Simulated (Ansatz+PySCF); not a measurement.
# singlet CO: levels of theory in one basis

| atom | x (Å) | y (Å) | z (Å) |
| --- | --- | --- | --- |
| C | 0.0000 | 0.0000 | -1.0958 |
| O | 0.0000 | 0.0000 | 0.8219 |

Basis set: STO-3G (spherical functions). Frozen core: 2 orbitals. Charge 0, multiplicity 1.

Computed with Ansatz (development build ahead of 0.2.0); each method stands on the lowest determinant of its kind that the runs found.

```csv
method,E − E(RHF) (eV),<S²> of the determinant
RHF,0.00,0.00
UHF,-5.25,1.95
RHF-MP2,-1.78,–
UHF-MP2,-5.64,1.95
RHF-CCSD,-1.10,–
RHF-CCSD(T),-1.13,–
UHF-CCSD(T),-7.51,1.95
```

(1) What does full CI (lowest root of this spin) give on the same scale?

(2) Is a single determinant a sound starting point here?

Answers

(1) -7.69 eV.

At such a shape the full CI root can have another spatial symmetry than the determinants, so the rows needn't describe one state.

(2) It is doubtful. Unrestricted orbitals lower Hartree–Fock by 5.25 eV and <S²> is 1.95 where a pure state has 0.00, a sign of strong static correlation.

Caution for RHF, RHF-MP2, RHF-CCSD, RHF-CCSD(T): an unrestricted determinant lies well below. Caution for UHF, UHF-MP2, UHF-CCSD(T): the unrestricted determinant is a mixture of spin states. Caution for RHF-MP2, RHF-CCSD, RHF-CCSD(T): bonds are stretched, where a single reference can fail. Caution for UHF-MP2, UHF-CCSD(T): large amplitudes, a single reference is doubtful; a plain start can end on a higher determinant.
